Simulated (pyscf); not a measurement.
This saddle point was located with ωB97X-D3(BJ)/def2-SVP in PySCF.

```xyz
11

Si    -2.4173     0.7373    -0.0920
S     -0.8327    -0.8722     0.8346
Si     0.7786    -0.2127    -0.4525
H     -3.7665     1.0600     0.4486
H     -2.7571    -0.2939    -1.1330
H     -1.6945     1.7683    -0.8857
H      1.9605    -1.0701    -0.1785
H      0.3339    -0.3735    -1.8614
H      1.0715     1.2111    -0.1456
F     -1.7105     1.4604     1.5058
H     -0.9976     0.4206     1.6062
```

Surface: singlet, charge 0. Lowest wavenumbers (cm⁻¹): 887i, 69, 91, 106, 141.

Task: What reaction is this the transition state of?

Result: H₃Si–S–SiH₃ (SMILES [SiH3]S[SiH3]) + HF (SMILES F) ⇌ F–SiH₃ (SMILES F[SiH3]) + H₃Si–SH (SMILES [SiH3]S), a four-centre exchange read from left to right: S–Si, F–H broken and F–Si, H–S formed. At ωB97M-D3(BJ)/def2-TZVP it lies +23.3 kcal/mol from the left side and +40.2 kcal/mol from the right (each side as separated species at their lowest minima found). On the reactant side the descent ends in a complex, 5.8 kcal/mol under the separated species and 30.1 kcal/mol under the saddle at ωB97X-D3(BJ)/def2-TZVP. One saddle was located; it need not be the lowest between these sides.
